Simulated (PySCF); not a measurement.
## Electric properties by functional and basis

Species: propanamide, C₃H₇NO.
Bonds: C1–C2, C2–C3, C3–N4, C3–O5 (double). Hydrogens: H6, H7, H8 on C1; H9, H10 on C2; H11, H12 on N4.

PySCF, dipoles from the SCF density, polarisabilities from static response with core orbitals frozen. Isolated species at its PBE0-D3(BJ)/def2-SVP geometry (one conformer only).

Problem. Compare the levels for these properties.

Solution. 

```tsv
level	μ (D)	α (au)	anisotropy (au)
LDA/def2-SVPD	3.769	52.97	19.05
PBE/def2-SVPD	3.691	52.44	19.05
B3LYP/def2-SVPD	3.799	50.56	17.35
PBE0/def2-SVPD	3.804	49.95	17.13
BHandHLYP/def2-SVPD	3.921	48.30	15.69
CAM-B3LYP/def2-SVPD	3.863	49.69	16.42
HF/def2-SVPD	4.086	46.03	13.73
```

The anisotropy is √(½[(α1 − α2)² + (α2 − α3)² + (α3 − α1)²]). The dipole runs from 3.69 D (PBE/def2-SVPD) to 4.09 D (HF/def2-SVPD). In one basis (def2-SVPD) the functionals order the polarisability from HF (lowest) to LDA (highest), a spread of 15%.
